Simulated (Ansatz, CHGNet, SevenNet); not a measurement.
**Elastic constant C44 of rock-salt PbTe: levels of theory against measurement**

Reference value: 13.2 GPa (measured, temperature not stated, no zero-point or thermal correction; as tabulated in Oses et al. (2018), arXiv:1811.08464).

Task: Put these levels in order of the elastic constant C44 that they give for rock-salt PbTe, smallest first: CHGNet 0.3.0 (CHGNet), PBE (Ansatz, a quantum-chemistry and plane-wave program), SevenNet-0 (SevenNet), r²SCAN (Ansatz).

Result: CHGNet 0.3.0 (4.4 GPa), SevenNet-0 (12.3 GPa), PBE (14.2 GPa), r²SCAN (15.4 GPa)

Unless a cell is named, each level is at its own relaxed cell (CHGNet 0.3.0 35.52, SevenNet-0 35.40, PBE 35.44, r²SCAN 34.88 Å³/atom).

Differences against the reference: CHGNet 0.3.0 -67 %, SevenNet-0 -6.8 %, PBE +7.6 %, r²SCAN +16.7 %.

The measured value isn't corrected to a static lattice, so vibrations enter the comparison. A static lattice is as a rule stiffer than a warm one, by over a tenth in soft solids.  Density-functional levels without +SOC have no spin–orbit coupling. Each level is taken at its own relaxed cell. Cutoffs differ between the levels. Ansatz's density-functional and Hartree–Fock values are scalar-relativistic unless marked +SOC, with PAW data made under PBE.

Machine-learned potentials (CHGNet 0.3.0, SevenNet-0) are trained on DFT data, which may include these solids.

Differences are worked out from the printed values.
